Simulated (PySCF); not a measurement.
Gas-phase reaction: i-Si4H10 + 2 SiF2 + 2 HF = 6 SiH2F

Computed with PySCF and rigid-rotor harmonic-oscillator thermochemistry at 1 bar. † marks an energy on the PBE0/def2-TZVP geometry and frequencies; other levels use their own. MP2 freezes the core. 6-31G* has spherical d functions here. Open shells (unrestricted): SiH2F (multiplicity 2); the rest are closed-shell singlets. B3LYP is the form with VWN-RPA correlation. SiH2F: computed as isolated molecules; such fragments, hydroxides, amides, oligomers or adducts are transient or little studied in the gas. MP2 isn't extrapolated to the basis-set limit; its ΔH°(298 K) is 531.6 kJ in def2-SVP and 533.5 kJ in def2-TZVPP. The harmonic model lacks anharmonicity and excited electronic states, which grow with temperature; levels with a mode under 35 cm⁻¹ are left out. Internal rotation in i-Si4H10 is treated as a harmonic vibration of one conformer, which makes the entropy rough.

```csv
level,"ΔE electronic, kJ","ΔH°(298 K), kJ","ΔS°(298 K), J/K","ΔG°(800 K), kJ"
B3LYP/6-31G*,488,467,227,296
B3LYP/def2-TZVP†,508,485,229,312
HF/6-31G*,276,257,232,82
HF/def2-TZVP†,247,225,229,52
M06-2X/def2-TZVP†,520,497,229,324
MP2/def2-TZVPP†,556,534,229,361
PBE/def2-TZVP†,552,530,229,357
PBE0/def2-TZVP,535,513,229,340
LDA/def2-TZVP†,650,628,229,455
ωB97M-V/def2-TZVP†,615,592,229,419
ωB97X-V/def2-TZVP†,578,555,229,382
```
ΔH° is lowest at HF/def2-TZVP† and highest at LDA/def2-TZVP†. No reference value is set beside these.
